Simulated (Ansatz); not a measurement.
Cartesian coordinates (Å):
```xyz
13

C     -0.7238    -0.8117     0.8519
N      0.1380     0.2271     0.3547
C     -0.5598     1.1683    -0.4797
C      1.3214    -0.2944    -0.2750
H     -1.5727    -0.3725     1.3992
H     -1.1420    -1.4621     0.0476
H     -0.1735    -1.4604     1.5514
H      0.1123     1.9912    -0.7696
H     -0.9614     0.7155    -1.4169
H     -1.4088     1.6063     0.0683
H      1.1072    -0.8930    -1.1918
H      1.9926     0.5292    -0.5650
H      1.8705    -0.9435     0.4251
```
Charge 0, multiplicity 1.

Calculation: Ansatz (a quantum-chemistry and plane-wave program) with frozen-core CCSD(T)/cc-pVTZ // PBE0-D3(BJ)/def2-SVP.

| Property | Value |
|---|---|
| HF energy | -173.33188 Ha |
| MP2 correlation energy | -0.75317 Ha |

### Question
Estimate the CCSD correlation energy, the (T) correction, the total energy and the T1 diagnostic.

### Answer

| Quantity | Result |
|---|---|
| CCSD correlation energy | -0.79739 Ha |
| (T) correction | -0.03047 Ha |
| CCSD(T) total energy | -174.15974 Ha |
| T1 diagnostic | 0.009 |
